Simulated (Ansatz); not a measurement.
Basis-set extrapolation for `SCC1CO1` (PBE0-D4/def2-TZVP geometry, frozen core, Ansatz). Multiplicity 1, RHF reference.

|  | def2-TZVPP | def2-QZVPP |
| --- | --- | --- |
| HF | -589.527878 | -589.548127 |
| MP2 correlation | -0.916607 | -0.982945 |
| CCSD(T) correlation | -0.999071 | not run |

Energies in hartree. Use E(X) = E(∞) + A·exp(−7.88·√X) for Hartree–Fock and E(X) = E(∞) + B·X^(−2.97) for correlation, with X = 3 and 4, and add CCSD(T) minus MP2 of the smaller set to the MP2 limit.

What is the CCSD(T) energy at the basis-set limit?

HF limit: -589.548127 + (-0.020249) × 0.13774 = -589.55092. MP2 limit: -0.982945 + (-0.066338) × 0.74074 = -1.03208. Higher-order term: -0.999071 − (-0.916607) = -0.08246. Total: -590.66546 hartree, 86.9 kcal/mol below CCSD(T)/def2-TZVPP.
